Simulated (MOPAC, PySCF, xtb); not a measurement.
Scan of H2P, doublet: symmetric bend, bond length relaxed. Scanned: H-P-H angle. Other coordinates (P-H bond length) were minimised at B3LYP/def2-TZVP.

Cartesian coordinates as functions of the variables (Å; names that start with a are angles):
```
P  0  0  0
H  r*sin(a/2)  0  r*cos(a/2)
H  -r*sin(a/2)  0  r*cos(a/2)
```

B3LYP = unrestricted B3LYP/cc-pVTZ in PySCF 2.14.0; GFN1-xTB (xtb); UHF/cc-pVTZ (PySCF); UKS-M06-2X/6-31G* = unrestricted M06-2X/6-31G*, spherical d (PySCF); AM1, unrestricted, heats of formation (MOPAC); CCSD(T) on UHF/cc-pVTZ, 5 core orbitals frozen (PySCF).

Energies in mEh, each method relative to its own lowest point.

```tsv
a / °	B3LYP	GFN1-xTB	UHF	UKS-M06-2X/6-31G*	AM1	CCSD(T)
180	114.4	—	123.6	117.9	—	115.9
170	108.6	129.9	118.3	112.1	—	109.6
160	93.1	104.4	101.5	96.6	—	93.2
150	72.8	78.8	78.1	75.9	44.1	72.7
140	52.4	55.9	55.2	54.8	30.7	52.4
130	34.1	36.5	35.1	35.8	18.8	34.1
120	19.1	20.9	18.9	20.2	9.4	19.1
110	8.2	9.2	7.2	8.7	3.0	8.1
100	1.6	2.1	0.8	1.8	0.0	1.6
90	0.0	0.0	0.0	0.0	0.8	0.0
80	3.6	3.7	5.3	3.8	5.5	3.6
70	12.5	14.3	16.8	13.6	14.3	12.4
60	26.4	33.2	34.2	29.2	26.7	26.4
```

Dashes: no converged value, or the column stops at the first point that the program doubted or that broke a chosen test of continuity, which isn't proof of a fault.

The unrestricted determinant behind UHF, CCSD(T) is spin-contaminated on part of the scan (<S²> up to 1.2, against 0.75 for the pure state).
